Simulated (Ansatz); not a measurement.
Tetragonal perovskite BaTiO3 (room-temperature form, which distorts further on cooling) was calculated with PBE0 (Ansatz, a first-principles code, PAW).

Run with plane-wave cutoff 500 eV, 6×6×6 k mesh, gaussian smearing 0.02 eV, no spin polarisation, scalar-relativistic PAW data made under PBE.

Cell (relaxed with r²SCAN):

BaTiO3 has the tetragonal space group P4mm (No. 99), Pearson symbol tP5. Cell: a = b = 3.972 Å, c = 4.112 Å, α = β = γ = 90.00°. Ba on 1a is surrounded by 12 O at 2.794–2.925 Å (cuboctahedral). Ti on 1b sees 1 O at 1.821 Å and 4 O at 1.993 Å and 1 O at 2.291 Å (octahedral). O1 on 1b has 1 Ti at 1.821 Å and 1 Ti at 2.291 Å and 4 Ba at 2.813 Å (octahedral). O2 on 2c sees 2 Ti at 1.993 Å and 4 Ba at 2.794–2.925 Å (octahedral). (Neighbours: up to the widest gap in distance over summed covalent radii, below 1.35, at either atom; cation-cation and far metal-metal contacts left out.)

Question: What does this level give for the band gap?

Answer: 
- band gap = 4.06 eV (on the SCF k mesh)

Note: cell and atoms aren't relaxed at this level (largest force component 0.30 eV/Å, pressure -2.2 GPa).

Spin–orbit coupling is not included.
